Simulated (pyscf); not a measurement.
Thermochemistry of product channels of `[OH][BH][OH]` + `[SiH4]` on the singlet surface, in eV, from ωB97M-D3(BJ)/def2-TZVP energies (ideal gas, 1 atm, RRHO with modes under 100 cm⁻¹ raised to 100, one conformer, R ln 2 for chiral ones without a mode under 150 cm⁻¹). Single points on ωB97X-D3(BJ)/def2-SVP structures (PySCF, gas phase).

```csv
products,ΔE,ΔH(298 K),ΔG(298 K),ΔG(1200 K)
`[OH][SiH3]` + `[BH2][OH]`,+0.63,+0.63,+0.55,+0.28
`[OH][BH][O][SiH3]` + `[H][H]`,-0.66,-0.77,-0.73,-0.73
```

These are energies of the channels, which say nothing of barriers.
